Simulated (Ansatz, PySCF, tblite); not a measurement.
## Bulk modulus of zinc-blende BP: levels of theory against measurement

Reference value: 176 GPa (measured, 0 K, zero-point effect removed, our sources range from 168 to 176; as tabulated in Goldzak et al. (2022), arXiv:2208.04865).

What do GFN1-xTB, PBE, PBE-D3(BJ), r²SCAN, PBE0, Hartree–Fock, MP2 give, and how far is each from the reference?


```tsv
level (code)	value (GPa)	cell (Å³/atom)	error (%)
GFN1-xTB (tblite)	164	11.96	-6.8
PBE (Ansatz)	162	11.76	-8.0
PBE-D3(BJ) (Ansatz)	170	11.45	-3.4
r²SCAN (Ansatz)	169	11.67	-4.0
PBE0 (Ansatz)	175	11.57	-0.6
Hartree–Fock (Ansatz)	175	12.04	-0.6
MP2 (PySCF)	182 ± 5	11.38	+3.4
```

Once the reference is moved by up to 4.8 % (a margin picked here for doubts on the reference and the settings) and values within 1.7 % count as equal, the nearest can be PBE0 (-0.6 %), Hartree–Fock (-0.6 %), PBE-D3(BJ) (-3.4 %), MP2 (+3.4 %), r²SCAN (-4.0 %) or GFN1-xTB (-6.8 %). Within 15 %: GFN1-xTB, PBE, PBE-D3(BJ), r²SCAN, PBE0, Hartree–Fock, MP2.

A ± on a computed value is a rough bar: the spread of its extrapolation, a floor set from checks against published values, or a statistical error. GFN1-xTB: the method was fitted mainly to molecules. GFN1-xTB: the run uses a supercell at the zone centre in place of a k mesh. Each level is taken at its own relaxed cell. Cutoffs and k meshes differ between the levels. Ansatz's density-functional and Hartree–Fock values are scalar-relativistic unless marked +SOC, with PAW data made under PBE.

Differences are worked out from the printed values.

Ansatz is a quantum-chemistry and plane-wave program.
